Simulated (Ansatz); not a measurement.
Wavefunction ladder for C7H16 (`CCC(C)C(C)C`)

```xyz
23

C    -1.053   -2.337    0.619
C    -0.908   -0.943    0.031
C     0.425   -0.270    0.357
C     0.537    0.056    1.840
C     0.707    0.971   -0.511
C     0.982    0.603   -1.963
C    -0.383    2.032   -0.429
H    -1.998   -2.795    0.318
H    -1.031   -2.325    1.711
H    -0.245   -2.992    0.279
H    -1.026   -1.009   -1.055
H    -1.729   -0.311    0.388
H     1.219   -0.992    0.120
H    -0.265    0.726    2.163
H     1.490    0.544    2.064
H     0.477   -0.843    2.456
H     1.629    1.414   -0.111
H     1.774   -0.147   -2.041
H     1.297    1.482   -2.533
H     0.092    0.203   -2.455
H    -0.590    2.330    0.601
H    -1.317    1.676   -0.871
H    -0.085    2.929   -0.978
```

Charge 0, multiplicity 1. The geometry is a stationary point of PBE0-D4/def2-TZVP. It is one conformer, not always the lowest. Frozen core, restricted reference, Ansatz. CBS rows extrapolate triple and quadruple zeta; past MP2 they add the triple-zeta difference.

```tsv
basis	HF (Eh)	MP2 corr.
def2-SVP	-274.20306	-1.02601
def2-TZVPP	-274.49740	-1.24863
def2-QZVPP	-274.51045	-1.32491
```

Estimate the CCSD correlation energy and the (T) correction in each basis where they were run (hartree).


| basis | CCSD corr. | (T) |
| --- | --- | --- |
| def2-SVP | -1.12293 | -0.03391 |
| def2-TZVPP | -1.32822 | -0.05227 |
| CBS(def2) | -1.46099 | as TZ |
